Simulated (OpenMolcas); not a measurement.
# How basis sets differ on B2H3Cl (SMILES BBCl)

B2H3Cl: 6 atoms, total charge 0, spin state singlet. As SMILES, `BBCl`. The coordinates come from a GFN2-xTB relaxation.

```xyz
6

B    -0.2997    0.0333   -0.8222
B     0.3640    0.0274    0.6785
Cl   -0.4135   -0.6428    2.0463
H    -0.1148   -0.8271   -1.5953
H    -0.9636    0.9166   -1.2115
H     1.4275    0.4926    0.9043
```

Quantity: the dipole moment, in D. The values are calculated.

| level | kind | program | value (D) | CPU time |
| --- | --- | --- | --- | --- |
| HF/STO-3G | Hartree–Fock | OpenMolcas | 1.55 | 1.7 s |
| HF/3-21G | Hartree–Fock | OpenMolcas | 1.67 | 1.9 s |
| HF/def2-SVP | Hartree–Fock | OpenMolcas | 0.83 | 3.1 s |
| HF/def2-TZVP (RICD fitting) | Hartree–Fock | OpenMolcas | 0.90 | 15 s |

The values span 0.83 to 1.67 D. Magnitudes only: a small dipole may point the other way at some levels. Sets without polarisation functions give poor dipoles. Times are those of the runs behind each value, whatever else they computed, on shared processors of several kinds: orders of magnitude only.
